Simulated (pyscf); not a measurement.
H₃Si–O–AsH₂ + silane (SiH₄) → AsH₃ + disiloxane (H₃Si–O–SiH₃) (four-centre exchange; singlet surface; As–O, H–Si broken, As–H, O–Si formed). PySCF, gas phase, ωB97X-D3(BJ)/def2-SVP geometries. Energies in eV from the separated reactants.

| level | barrier | reaction energy |
|---|---|---|
| ωB97X-D3(BJ)/def2-TZVP | 1.19 | -1.21 |
| r²SCAN/def2-TZVP | 1.07 | -1.29 |
| PBE0-D3(BJ)/def2-TZVP | 1.05 | -1.25 |
| M06-2X/def2-TZVP | 1.23 | -1.25 |
| ωB97M-D3(BJ)/def2-TZVP | 1.26 | -1.27 |
| HF/def2-TZVP | 2.14 | -1.39 |

The functionals in the table span 0.20 eV in this barrier, from PBE0-D3(BJ) to ωB97M-D3(BJ)/def2-TZVP. H₃Si–O–AsH₂ lies 0.46 eV over its isomer HO–SiH₂–AsH₂ (electronic energy, ωB97M-D3(BJ)/def2-TZVP). One saddle was located; it need not be the lowest between these sides. Elements up to Kr have no core potential and no relativistic terms here.
